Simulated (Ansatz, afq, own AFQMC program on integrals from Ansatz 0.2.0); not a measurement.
# NHO (triplet): AFQMC on the coupled-cluster ladder at distance N1–O2 = 1.102 Å, cc-pVDZ

Aim: compute NHO (triplet) with auxiliary-field quantum Monte Carlo on the same integrals as coupled cluster, and set the energies side by side.

Program: Ansatz 0.2.0, Gaussian basis, and an in-house AFQMC program (afq) on its integrals; all values are calculated. Level of theory: cc-pVDZ, frozen cores. These are calculated values, not measurements.

To be run: PBE (unrestricted); r2SCAN (unrestricted); PBE0 (unrestricted); B3LYP (unrestricted); wB97M-V (unrestricted); B2PLYP (unrestricted); CCSD(T) on UHF; CCSDT(Q) on UHF; Phaseless AFQMC, CISD trial on UHF; Phaseless AFQMC, single-determinant trial on UHF; Free-projection AFQMC, CISD trial on UHF.

### 1 The system

The geometry derives from a PBE0/def2-TZVP stationary point (not a proven minimum). One bond is set to the value named and the two fragments are kept rigid.

3 atoms, charge 0, spin multiplicity 3.

Atoms are counted from 1 here; the program's logs count them from 0.

Bond lengths: N1–O2 1.102 Å, N1–H3 1.028 Å. Angles: O2–N1–H3 120.0°.

Coordinates:

```xyz
3

N     0.0000   -0.1143    0.5406
O     0.0000    0.0568   -0.5480
H     0.0000    0.6855    1.1867
```

### 2 PBE (unrestricted)

Input file in.yaml:

```yaml
crystal:
  periodic: [false, false, false]
  atoms:
    - {symbol: N, position_ang: [0.000000, -0.114254, 0.540604]}
    - {symbol: O, position_ang: [0.000000, 0.056838, -0.548033]}
    - {symbol: H, position_ang: [0.000000, 0.685498, 1.186694]}
basis:
  gaussian: {orbitals: cc-pVDZ}
magnetization: {spin_polarized: true, initial_magnetization: 2}
hamiltonian: {xc: {name: PBE}}
output: {orbitals: {seedname: orbitals}}
```

Started as:

```console
$ ansatz run in.yaml --threads 1 --pin off --events-out ev --progress --plain --max-ram 1382MiB
```

Standard output:

```text
Functional definition: PBE
  name "PBE"
  cite "Perdew, Burke & Ernzerhof, Phys. Rev. Lett. 77, 3865 (1996) doi:10.1103/PhysRevLett.77.3865"
  parent pbe
  parameter kappa = 0.804
  parameter beta = 0.06672455060314922
  exchange = pbe_x(kappa = kappa, mu = beta*pi^2/3)
  correlation = pbe_c(beta = beta)
391 factors; their error is unknown
mean field evaluation 1: about -3543.5969 eV, gradient 2.2e1 eV
mean field evaluation 2: about -3542.8876 eV, gradient 2.6e1 eV
mean field evaluation 4: about -3545.5948 eV, gradient 2.6e0 eV
mean field evaluation 8: about -3545.5983 eV, gradient 8.9e-3 eV
mean field -3545.59829499 eV, -130.2983340479 hartree, gradient 1.2e-5 eV, S^2 2.002324; 0 other end points of the search recorded, 0 dependent functions left out
reference -3545.59831051 eV, -130.2983346185 hartree; 9, 7 occupied and 24, 26 virtual orbitals, 391 factors
Total energy: -3545.59831051 eV, -130.2983346185 hartree
```

Wall time 0.39 s (1 thread of Arm Neoverse V2, shared host).

From the report: ⟨S²⟩ of the determinant 2.002 (pure triplet: 2.00).

### 3 r2SCAN (unrestricted)

Edit in.yaml of step 2 so:

```diff
@@ -9,3 +9,2 @@
 magnetization: {spin_polarized: true, initial_magnetization: 2}
-hamiltonian: {xc: {name: PBE}}
-output: {orbitals: {seedname: orbitals}}
+hamiltonian: {xc: {name: r2SCAN}}
```

Launched as before.

Standard output:

```text
Functional definition: r2SCAN
  name "r2SCAN"
  cite "Furness, Kaplan, Ning, Perdew & Sun, J. Phys. Chem. Lett. 11, 8208 (2020) doi:10.1021/acs.jpclett.0c02405"
  cite "Furness, Kaplan, Ning, Perdew & Sun, J. Phys. Chem. Lett. 11, 9248 (2020) doi:10.1021/acs.jpclett.0c03077"
  parent r2scan
  parameter k0 = 0.174
  parameter k1 = 0.065
  parameter a1 = 4.9479
  exchange = r2scan_x(k0 = k0, k1 = k1, a1 = a1)
  correlation = r2scan_c
391 factors; their error is unknown
mean field evaluation 1: about -3546.0982 eV, gradient 1.9e1 eV
mean field evaluation 2: about -3546.1808 eV, gradient 1.9e1 eV
mean field evaluation 4: about -3547.6723 eV, gradient 1.9e0 eV
mean field evaluation 8: about -3547.6686 eV, gradient 9.0e-3 eV
mean field -3547.66860624 eV, -130.3744165831 hartree, gradient 2.4e-5 eV, S^2 2.005756; 0 other end points of the search recorded, 0 dependent functions left out
reference -3547.66861034 eV, -130.3744167338 hartree; 9, 7 occupied and 24, 26 virtual orbitals, 391 factors
Total energy: -3547.66861034 eV, -130.3744167338 hartree
```

Run time: 0.93 s. Hardware: 1 thread of Arm Neoverse V2, shared host.

From the report: ⟨S²⟩ of the determinant 2.006 (pure triplet: 2.00).

### 4 PBE0 (unrestricted)

Edit in.yaml of step 3 so:

```diff
@@ -9,2 +9,3 @@
 magnetization: {spin_polarized: true, initial_magnetization: 2}
-hamiltonian: {xc: {name: r2SCAN}}
+hamiltonian: {xc: {name: PBE0}}
+output: {orbitals: {seedname: orbitals}}
```

Same command.

Standard output:

```text
Functional definition: PBE0
  name "PBE0"
  cite "Adamo & Barone, J. Chem. Phys. 110, 6158 (1999) doi:10.1063/1.478522"
  cite "Perdew, Burke & Ernzerhof, Phys. Rev. Lett. 77, 3865 (1996) doi:10.1103/PhysRevLett.77.3865"
  parent pbe
  parameter a = 0.25
  parameter kappa = 0.804
  parameter beta = 0.06672455060314922
  exchange = (1 - a)*pbe_x(kappa = kappa, mu = beta*pi^2/3) + a*exact_x
  correlation = pbe_c(beta = beta)
309 factors; integrals over basis functions are off by at most 1.5e-3 eV
mean field evaluation 1: about -3544.5126 eV, gradient 1.6e1 eV
mean field evaluation 2: about -3544.9067 eV, gradient 1.4e1 eV
mean field evaluation 4: about -3545.6371 eV, gradient 7.5e-1 eV
mean field evaluation 8: about -3545.6376 eV, gradient 3.5e-3 eV
mean field -3545.63757494 eV, -130.2997775596 hartree, gradient 6.0e-5 eV, S^2 2.005271; 0 other end points of the search recorded, 0 dependent functions left out
reference -3545.63758634 eV, -130.2997779786 hartree; 9, 7 occupied and 24, 26 virtual orbitals, 309 factors
Total energy: -3545.63758634 eV, -130.2997779786 hartree
```

It took 0.42 s on 1 thread of Arm Neoverse V2, shared host.

From the report: ⟨S²⟩ of the determinant 2.005 (pure triplet: 2.00).

### 5 B3LYP (unrestricted)

Edit in.yaml of step 4 so:

```diff
@@ -9,3 +9,2 @@
 magnetization: {spin_polarized: true, initial_magnetization: 2}
-hamiltonian: {xc: {name: PBE0}}
-output: {orbitals: {seedname: orbitals}}
+hamiltonian: {xc: {name: B3LYP}}
```

Same command.

Standard output (excerpt; [...] marks lines left out):

```text
Functional definition: B3LYP
  name "B3LYP"
  cite "Stephens, Devlin, Chabalowski & Frisch, J. Phys. Chem. 98, 11623 (1994) doi:10.1021/j100096a001"
  cite "Becke, Phys. Rev. A 38, 3098 (1988) doi:10.1103/PhysRevA.38.3098"
  cite "Lee, Yang & Parr, Phys. Rev. B 37, 785 (1988) doi:10.1103/PhysRevB.37.785"
  cite "Vosko, Wilk & Nusair, Can. J. Phys. 58, 1200 (1980) doi:10.1139/p80-159"
[...]
309 factors; integrals over basis functions are off by at most 1.5e-3 eV
[...]
mean field -3549.31689482 eV, -130.4349900712 hartree, gradient 4.8e-5 eV, S^2 2.004784; 0 other end points of the search recorded, 0 dependent functions left out
reference -3549.31701450 eV, -130.4349944694 hartree; 9, 7 occupied and 24, 26 virtual orbitals, 309 factors
Total energy: -3549.31701450 eV, -130.4349944694 hartree
```

It took 0.42 s on 1 thread of Arm Neoverse V2, shared host.

From the report: ⟨S²⟩ of the determinant 2.005 (pure triplet: 2.00).

### 6 wB97M-V (unrestricted)

Edit in.yaml of step 5 so:

```diff
@@ -9,2 +9,3 @@
 magnetization: {spin_polarized: true, initial_magnetization: 2}
-hamiltonian: {xc: {name: B3LYP}}
+hamiltonian: {xc: {name: wB97M-V}}
+output: {orbitals: {seedname: orbitals}}
```

The command is unchanged.

Standard output (excerpt; [...] marks lines left out):

```text
Functional definition: wB97M-V
  name "wB97M-V"
  cite "Mardirossian & Head-Gordon, J. Chem. Phys. 144, 214110 (2016) doi:10.1063/1.4952647"
  cite "Becke, J. Chem. Phys. 107, 8554 (1997) doi:10.1063/1.475007"
  cite "Vydrov & Van Voorhis, J. Chem. Phys. 133, 244103 (2010) doi:10.1063/1.3521275"
  # Of w^i u^j: cxij and so on, Table III.
[...]
  gx(w, u) = 1 - cx + cx01*u + cx10*w
  gss(w, u) = css00 + css04*u^4 + css10*w + css20*w^2 + css43*w^4*u^3
  gos(w, u) = cos00 + cos10*w + (cos20 + cos21*u)*w^2 + (cos60 + cos61*u)*w^6
[...]
      + integral(e_c_pw_mod_opposite_spin*gos(b97_w_opposite, b97_u_opposite)) + vv10(b, c)
309 factors; integrals over basis functions are off by at most 1.5e-3 eV
75 factors; integrals over basis functions are off by at most 5.0e-6 eV
[...]
mean field -3548.18135116 eV, -130.3932596115 hartree, gradient 6.3e-5 eV, S^2 2.004432; 0 other end points of the search recorded, 0 dependent functions left out
reference -3548.18136718 eV, -130.3932602003 hartree; 9, 7 occupied and 24, 26 virtual orbitals, 309 factors
Total energy: -3548.18136718 eV, -130.3932602003 hartree
```

Wall time 1.6 s (1 thread of Arm Neoverse V2, shared host).

From the report: ⟨S²⟩ of the determinant 2.004 (pure triplet: 2.00).

### 7 B2PLYP (unrestricted)

Edit in.yaml of step 6 so:

```diff
@@ -9,3 +9,3 @@
 magnetization: {spin_polarized: true, initial_magnetization: 2}
-hamiltonian: {xc: {name: wB97M-V}}
-output: {orbitals: {seedname: orbitals}}
+hamiltonian: {xc: {name: B2PLYP}}
+correlation: {electrons: outside_noble_gas}
```

Same command.

Standard output (excerpt; [...] marks lines left out):

```text
Functional definition: B2PLYP
  name "B2PLYP"
  cite "Grimme, J. Chem. Phys. 124, 034108 (2006) doi:10.1063/1.2148954"
  cite "Becke, Phys. Rev. A 38, 3098 (1988) doi:10.1103/PhysRevA.38.3098"
  cite "Lee, Yang & Parr, Phys. Rev. B 37, 785 (1988) doi:10.1103/PhysRevB.37.785"
[...]
309 factors; integrals over basis functions are off by at most 1.5e-3 eV
[...]
mean field -3543.43619821 eV, -130.2188784570 hartree, gradient 5.4e-6 eV, S^2 2.010784; 0 other end points of the search recorded, 0 dependent functions left out
2 core orbitals not correlated: weight in the atoms' cores, before any rotation towards them, 1.000 or more for the frozen orbitals, at most 0.000 for the correlated occupied ones
reference -3543.43627296 eV, -130.2188812038 hartree; 7, 5 occupied and 24, 26 virtual orbitals, 309 factors
second order -10.13279683 eV of doubles, -0.00000000 eV of singles
Total energy: -3546.17212810 eV, -130.3194220259 hartree
```

Wall time 0.54 s (1 thread of Arm Neoverse V2, shared host).

From the report: ⟨S²⟩ of the determinant 2.011 (pure triplet: 2.00).

### 8 CCSD(T) on UHF

Edit in.yaml of step 7 so:

```diff
@@ -9,3 +9,2 @@
 magnetization: {spin_polarized: true, initial_magnetization: 2}
-hamiltonian: {xc: {name: B2PLYP}}
-correlation: {electrons: outside_noble_gas}
+correlation: {method: ccsd_t, electrons: outside_noble_gas, hamiltonian_folder: ham}
```

The command is unchanged.

Standard output (excerpt; [...] marks lines left out):

```text
Functional definition: HF
  name "HF"
  cite "Fock, Z. Phys. 61, 126 (1930) doi:10.1007/BF01340294"
  parent pbe
[...]
309 factors; integrals over basis functions are off by at most 1.5e-3 eV
[...]
mean field -3531.54884663 eV, -129.7820263438 hartree, gradient 6.1e-6 eV, S^2 2.023408; 0 other end points of the search recorded, 0 dependent functions left out
2 core orbitals not correlated: weight in the atoms' cores, before any rotation towards them, 1.000 or more for the frozen orbitals, at most 0.000 for the correlated occupied ones
reference -3531.54884663 eV, -129.7820263438 hartree; 7, 5 occupied and 24, 26 virtual orbitals, 309 factors
second order -8.31867333 eV of doubles, -0.00000000 eV of singles
cycle   1  -8.46652399 eV  change   -1.5e-1 eV  update   5.8e-2
[...]
cycle  10  -8.72828968 eV  change   -5.3e-6 eV  update   6.5e-6
perturbative correction -0.20485379 eV, -0.0075282380 hartree
Total energy: -3540.48199010 eV, -130.1103133113 hartree
```

It took 0.48 s on 1 thread of Arm Neoverse V2, shared host.

From the report: ⟨S²⟩ of the determinant 2.023 (pure triplet: 2.00); correlation -8.9331 eV; T1 0.015; largest double amplitude 0.06.

This run also writes the integrals to the folder ham.

### 9 CCSDT(Q) on UHF

Edit in.yaml of step 8 so:

```diff
@@ -9,2 +9,2 @@
 magnetization: {spin_polarized: true, initial_magnetization: 2}
-correlation: {method: ccsd_t, electrons: outside_noble_gas, hamiltonian_folder: ham}
+correlation: {method: ccsdt_q, electrons: outside_noble_gas}
```

The command is unchanged.

Standard output (excerpt; [...] marks lines left out):

```text
Functional definition: HF
  name "HF"
  cite "Fock, Z. Phys. 61, 126 (1930) doi:10.1007/BF01340294"
  parent pbe
[...]
570 factors; integrals over basis functions are off by at most 1.6e-7 eV
[...]
mean field -3531.54891973 eV, -129.7820290302 hartree, gradient 6.1e-6 eV, S^2 2.023408; 0 other end points of the search recorded, 0 dependent functions left out
2 core orbitals not correlated: weight in the atoms' cores, before any rotation towards them, 1.000 or more for the frozen orbitals, at most 0.000 for the correlated occupied ones
reference -3531.54891973 eV, -129.7820290302 hartree; 7, 5 occupied and 24, 26 virtual orbitals, 570 factors
second order -8.31867866 eV of doubles, -0.00000000 eV of singles
cycle   1  -8.46651523 eV  change   -1.5e-1 eV  update   6.6e-2
[...]
cycle  14  -8.94268928 eV  change   -6.1e-7 eV  update   8.5e-7
perturbative correction -0.02554961 eV, -0.0009389310 hartree
Total energy: -3540.51715862 eV, -130.1116057305 hartree
```

Run time: 11 s. Hardware: 1 thread of Arm Neoverse V2, shared host; peak memory 0.27 GiB.

From the report: ⟨S²⟩ of the determinant 2.023 (pure triplet: 2.00); correlation -8.9682 eV; T1 0.015; largest double amplitude 0.07.

### 10 Phaseless AFQMC, CISD trial on UHF

It reads the integrals that the CCSD(T) run on this determinant wrote.

Started as:

```console
$ afq ham --method phaseless --trial cisd --walkers 60 --populations 1 --least-time 40 --time-step 0.005 --steps-per-block 50 --equilibration-blocks 28 --max-blocks 300 --target-error 0.00042 --factor-cut 1e-05 --start spin_pure --seed 1574 --release-times 0.24,0.51,0.99,1.62,2.4 --release-step 0.03 --release-every 4 --taylor-order 6
```

Standard output:

```text
orbitals 31  electrons 7 5  factors 234 of 309
reference energy -129.78202634 Eh
CCSD correlation -0.32075881 Eh in 11 cycles, weight of the determinant in the CISD state 0.9105
energy of the start -130.101598 Eh
 block  time / (1/Eh)  mean weight  energy / Eh
     1     0.250  0.9999  -130.100730
     2     0.500  0.9998  -130.104440
     3     0.750  1.0003  -130.113191
     4     1.000  0.9991  -130.125537
     5     1.250  0.9990  -130.109896
     6     1.500  1.0001  -130.111252
     7     1.750  0.9968  -130.109230
     8     2.000  0.9988  -130.105962
     9     2.250  1.0017  -130.105200
    10     2.500  0.9986  -130.107469
    17     4.250  0.9994  -130.111384
    25     6.250  0.9974  -130.119734
    33     8.250  0.9989  -130.112069
    41    10.250  1.0038  -130.114544
    49    12.250  0.9985  -130.108798
    57    14.250  1.0009  -130.111189
    65    16.250  0.9979  -130.113230
    73    18.250  0.9975  -130.107694
    81    20.250  1.0001  -130.122218
    89    22.250  0.9999  -130.119851
    97    24.250  0.9994  -130.116713
   105    26.250  1.0014  -130.106850
   113    28.250  0.9980  -130.113532
   121    30.250  1.0012  -130.108543
   129    32.250  1.0003  -130.107186
   137    34.250  0.9994  -130.112560
   145    36.250  1.0002  -130.104395
   153    38.250  0.9999  -130.112551
   161    40.250  1.0042  -130.110390
   169    42.250  0.9980  -130.128385
   177    44.250  0.9967  -130.113558
   185    46.250  1.0014  -130.107451
   193    48.250  0.9982  -130.109107
   201    50.250  1.0024  -130.118853
   209    52.250  1.0041  -130.120481
   217    54.250  1.0002  -130.112594
   225    56.250  0.9988  -130.105780
   233    58.250  1.0023  -130.107286
   241    60.250  0.9999  -130.116142
   249    62.250  0.9984  -130.105941
   257    64.250  1.0006  -130.111382
   265    66.250  0.9986  -130.114355
   273    68.250  0.9948  -130.109920
   281    70.250  1.0000  -130.108402
   289    72.250  1.0023  -130.110756
   297    74.250  1.0007  -130.108921
   305    76.250  0.9974  -130.113155
   313    78.250  1.0004  -130.108044
   321    80.250  0.9982  -130.101993
blocks merged  error / Eh  count
     1  0.000321  300
     2  0.000358  150
     4  0.000397  75
     8  0.000449  37
    16  0.000529  18
    32  0.000425  9
released: time / (1/Eh)  energy / Eh  error  mean overlap
  0.24  -130.110703  0.000471  1.0051
  0.51  -130.110166  0.000341  1.0096
  0.99  -130.111010  0.000556  1.0193
  1.62  -130.111617  0.000620  1.0387
  2.40  -130.111590  0.000754  1.0484
energy -130.110675 +/- 0.000529 Eh
```

Wall time 4.8 min (1 thread of Arm Neoverse V2, shared host).

Energy -3540.4918 ± 0.0144 eV. Caveats: constraint bias not in the error.

### 11 Phaseless AFQMC, single-determinant trial on UHF

It reads the integrals that the CCSD(T) run on this determinant wrote.

Started as:

```console
$ afq ham --method phaseless --trial hf --walkers 120 --populations 1 --least-time 40 --time-step 0.005 --steps-per-block 20 --equilibration-blocks 112 --max-blocks 600 --target-error 0.00126 --factor-cut 1e-05 --start spin_pure --seed 7851 --taylor-order 6
```

Standard output:

```text
orbitals 31  electrons 7 5  factors 234 of 309
reference energy -129.78202634 Eh
CCSD correlation -0.32075881 Eh in 11 cycles, weight of the determinant in the CISD state 0.9105
energy of the start -129.782663 Eh
 block  time / (1/Eh)  mean weight  energy / Eh
     1     0.100  1.0016  -129.909844
     2     0.200  1.0027  -129.971262
     3     0.300  1.0044  -130.016775
     4     0.400  1.0037  -130.040496
     5     0.500  1.0012  -130.072383
     6     0.600  0.9996  -130.066411
     7     0.700  1.0004  -130.093621
     8     0.800  0.9997  -130.108766
     9     0.900  1.0016  -130.129250
    10     1.000  1.0029  -130.127332
    18     1.800  0.9999  -130.095393
    35     3.500  1.0010  -130.087810
    52     5.200  1.0005  -130.065490
    69     6.900  0.9983  -130.118818
    86     8.600  0.9975  -130.125529
   103    10.300  1.0012  -130.077482
   120    12.000  0.9972  -130.085602
   137    13.700  1.0010  -130.117428
   154    15.400  1.0032  -130.081365
   171    17.100  1.0012  -130.146536
   188    18.800  0.9970  -130.089467
   205    20.500  1.0000  -130.168199
   222    22.200  1.0028  -130.089738
   239    23.900  1.0010  -130.093928
   256    25.600  1.0002  -130.130906
   273    27.300  0.9983  -130.074433
   290    29.000  1.0013  -130.110889
   307    30.700  0.9992  -130.101933
   324    32.400  0.9995  -130.151516
   341    34.100  0.9981  -130.083331
   358    35.800  0.9977  -130.111967
   375    37.500  0.9985  -130.088176
   392    39.200  0.9997  -130.091649
   409    40.900  1.0004  -130.117096
   426    42.600  0.9994  -130.148099
   443    44.300  0.9984  -130.089411
   460    46.000  1.0006  -130.132235
   477    47.700  1.0012  -130.101562
   494    49.400  0.9982  -130.108784
   511    51.100  1.0001  -130.149551
   528    52.800  0.9974  -130.077205
   545    54.500  0.9996  -130.135492
   562    56.200  1.0003  -130.115629
   579    57.900  0.9996  -130.096092
   596    59.600  0.9998  -130.114167
   613    61.300  0.9991  -130.166811
   630    63.000  1.0013  -130.103081
   647    64.700  0.9997  -130.080178
   664    66.400  1.0001  -130.133131
   681    68.100  1.0006  -130.096648
   698    69.800  0.9965  -130.152536
blocks merged  error / Eh  count
     1  0.001159  600
     2  0.001502  300
     4  0.001840  150
     8  0.002169  75
    16  0.002596  37
    32  0.002337  18
    64  0.002648  9
energy -130.106464 +/- 0.002596 Eh
```

Wall time 3.3 min (1 thread of Arm Neoverse V2, shared host).

Energy -3540.3772 ± 0.0706 eV. Caveats: constraint bias not in the error; error above the target.

### 12 Free-projection AFQMC, CISD trial on UHF

It reads the integrals that the CCSD(T) run on this determinant wrote.

Started as:

```console
$ afq ham --method free --trial cisd --walkers 60 --time-step 0.03 --max-blocks 80 --target-error 0.00042 --factor-cut 1e-05 --seed 4513 --times 0,0.21,0.42,0.81,1.2,1.8,2.4,3 --taylor-order 8
```

Standard output:

```text
orbitals 31  electrons 7 5  factors 234 of 309
reference energy -129.78202634 Eh
CCSD correlation -0.32075881 Eh in 11 cycles, weight of the determinant in the CISD state 0.9105
repeat  energy at the last time / Eh  error
    10  -130.112132  0.002906
    20  -130.112181  0.001671
    30  -130.111621  0.001227
    40  -130.110996  0.000976
    50  -130.110605  0.000909
    60  -130.110386  0.000798
    70  -130.110299  0.000739
    80  -130.110157  0.000697
time / (1/Eh)  energy / Eh  error  mean overlap
  0.00  -130.102865  0.000278  1.0987
  0.21  -130.108562  0.000252  1.0989
  0.42  -130.110302  0.000322  1.0992
  0.81  -130.111789  0.000419  1.0873
  1.20  -130.111857  0.000455  1.1050
  1.80  -130.111070  0.000430  1.1173
  2.40  -130.111828  0.000558  1.1015
  3.00  -130.110157  0.000697  1.1382
energy -130.110157 +/- 0.000697 Eh
```

Wall time 2.6 min (1 thread of Arm Neoverse V2, shared host).

Energy -3540.4777 ± 0.0190 eV. Caveats: remainder of the start not in the error; error above the target.

### 13 AFQMC on the ladder

On the UHF determinant, counted from CCSDT(Q) (a yardstick, not exact):

| level | energy (eV) | from CCSDT(Q) (kcal/mol) | statistical error (kcal/mol) | time |
| --- | --- | --- | --- | --- |
| HF | -3531.5488 | +206.81 |  |  |
| MP2 | -3539.8675 | +14.98 |  |  |
| CCSD | -3540.2771 | +5.54 |  |  |
| CCSD(T) | -3540.4820 | +0.81 |  |  |
| CCSDT(Q) | -3540.5172 | 0.00 |  |  |
| Phaseless AFQMC, CISD trial, step 0.005, 60 walkers | -3540.4918 | +0.58 | 0.33 | 4.8 min |
| Phaseless AFQMC, single-determinant trial, step 0.005, 120 walkers | -3540.3772 | +3.23 | 1.63 | 3.3 min |
| Free-projection AFQMC, CISD trial, step 0.03, 60 walkers | -3540.4777 | +0.91 | 0.44 | 2.6 min |

The functionals' totals stand on their own zeros and serve differences with other points: PBE -3545.598 eV; r2SCAN -3547.669 eV; PBE0 -3545.638 eV; B3LYP -3549.317 eV; wB97M-V -3548.181 eV; B2PLYP -3546.172 eV.

### 14 Outcome

| quantity | value |
| --- | --- |
| CCSD(T) on UHF from CCSDT(Q) | +0.81 kcal/mol |
| Phaseless AFQMC, CISD trial on UHF from CCSDT(Q) | +0.58 ± 0.33 kcal/mol |
| Phaseless AFQMC, single-determinant trial on UHF from CCSDT(Q) | +3.23 ± 1.63 kcal/mol |
| Free-projection AFQMC, CISD trial on UHF from CCSDT(Q) | +0.91 ± 0.44 kcal/mol |

On UHF the phaseless walk with the CISD trial lies +0.58 kcal/mol from CCSDT(Q), within three error bars. Free projection has no constraint; at the last time it gives +0.91 ± 0.44 kcal/mol, and from a start that isn't spin pure other spins can mix in. Error bars are statistical and leave out the constraint, the time step and what remains of the start.
